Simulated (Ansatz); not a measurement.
A run of Ansatz (development build ahead of 0.2.0) on singlet CH2 at this shape:

```xyz
3

C     0.0000    0.0000   -0.1653
H     0.0000    0.7929    0.4958
H     0.0000   -0.7929    0.4958
```

Its results:

```json
{
  "Converged": "yes",
  "Reference energy": "-38.87258 hartree",
  "Correlation energy": "-0.10788 hartree",
  "Total energy": "-38.98046 hartree",
  "Spin squared of the determinant": "0.000"
}
```

(1) Which input gives this output? Name the method, the orbitals and the basis set, and write the input.

Answers

(1) RHF-MP2 in cc-pVDZ. An unrestricted run that stays on the closed shell gives the same numbers.

```yaml
crystal:
  periodic: [false, false, false]
  atoms:
    - { symbol: C, position_ang: [0.0, 0.0, -0.16525] }
    - { symbol: H, position_ang: [0.0, 0.79294, 0.49576] }
    - { symbol: H, position_ang: [0.0, -0.79294, 0.49576] }
basis:
  gaussian: { orbitals: cc-pVDZ }
hamiltonian:
  xc: hf
correlation:
  method: mp2
  frozen_orbitals: { C: 1, H: 0 }
```

Caution: in another basis set an unrestricted determinant lies well below; another spin multiplicity may lie lower.
